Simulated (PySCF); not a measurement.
# C5H13N: the cost of one run

Computed with PySCF 2.14.0, with density-fitted response routines of our own, on a single molecule in the gas phase. Atoms count from 0, in the outputs and in this text.

## (1) The starting structure

19 atoms, charge 0, multiplicity 1; geometry from: MMFF94s. The atoms were then displaced at random by about 0.03 Å, so the start is not that level's minimum.

Bonds of the start (Å): C0–N1 1.52, N1–C2 1.52, C2–C3 1.57, C2–C4 1.53, C2–C5 1.52, C0–H6 1.15, C0–H7 1.04, C0–H8 1.01, N1–H9 1.05, C3–H10 0.99, C3–H11 1.16, C3–H12 1.05, C4–H13 1.09, C4–H14 1.09, C4–H15 1.06, C5–H16 1.09, C5–H17 1.11, C5–H18 1.09.

## (2) Geometry optimisation at PBE0-D3(BJ)/def2-SVP

Job settings and geometry (Å):

```
{"job": {"xc": "PBE0", "basis": "def2-SVP", "d3": "d3bj", "grid": 1, "shake": 0.03, "kind": "geom"}, "charge": 0, "multiplicity": 1}
C      2.092340    -0.726770    -0.056030
N      0.850970    -0.465930     0.777210
C     -0.408360     0.035510     0.085680
C     -0.050280     1.465830    -0.464060
C     -0.824140    -0.926280    -1.035730
C     -1.455650     0.111360     1.186160
H      2.390870     0.272200    -0.541570
H      2.908080    -0.997650     0.530230
H      1.848980    -1.392180    -0.778290
H      1.110360     0.177430     1.570260
H      0.538710     1.464130    -1.256200
H     -1.077340     1.865330    -0.816170
H      0.128390     2.179780     0.288090
H     -0.967080    -1.925670    -0.615480
H     -1.806730    -0.631680    -1.393230
H     -0.123760    -0.874380    -1.829330
H     -2.387820     0.485320     0.770190
H     -1.653390    -0.875530     1.646240
H     -1.176910     0.752620     2.016610
```

On the command line:

```sh
OMP_NUM_THREADS=1 python probes_run.py task.json out
```

This one command runs all jobs of the session in turn.

Q: Estimate the wall time and peak memory of this first job on 1 thread of Arm Neoverse V1, shared host.

About 78 s, with a peak of 0.66 GiB.
